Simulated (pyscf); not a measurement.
PySCF, gas phase, ωB97X-D3(BJ)/def2-SVP geometries. MP2 and CC: frozen core, UHF for open shells. ΔMP2 is the change of the MP2 total energy from the triple- to the quadruple-zeta basis.

Q: PBE/def2-TZVP puts the barrier of H₃Si–PH₂ (SMILES [SiH3]P) + SiH₂ (SMILES [SiH2]) [singlet] -> H₃Si–SiH₂–PH₂ (SMILES [SiH3][SiH2]P) (insertion; singlet surface; P–Si broken, P–Si, Si–Si formed) at -0.34 eV and the reaction energy at -2.58 eV, from the separated reactants. What do PBE0-D3(BJ)/def2-TZVP, ωB97M-D3(BJ)/def2-TZVP, CCSD(T)/def2-TZVPP + ΔMP2(QZVPP) give on the same structures?

A: PBE0-D3(BJ): ΔE‡ = -0.32 eV, ΔE = -2.73 eV; ωB97M-D3(BJ): ΔE‡ = 0.06 eV, ΔE = -2.39 eV; CCSD(T): ΔE‡ = 0.04 eV, ΔE = -2.47 eV. PBE's barrier lies under all of them, by 0.03 to 0.40 eV. Its reaction energy lies among theirs. On the reactant side the descent ends in a bound adduct, 0.48 eV under the separated species and 0.29 eV under the saddle at ωB97X-D3(BJ)/def2-TZVP. At PBE, PBE0-D3(BJ) the saddle lies under the separated reactants, which points to a path from their complex (located at ωB97X-D3(BJ) alone). At ωB97X-D3(BJ) the barrier from the zero used here is -0.19 eV. H₃Si–SiH₂–PH₂ lies 0.25 eV over its isomer H₃Si–PH–SiH₃ (electronic energy, ωB97M-D3(BJ)). This is the saddle that the search found; another between the same sides may lie lower. The CCSD(T) − MP2 part came from Ansatz, without density fitting, on the same reference.
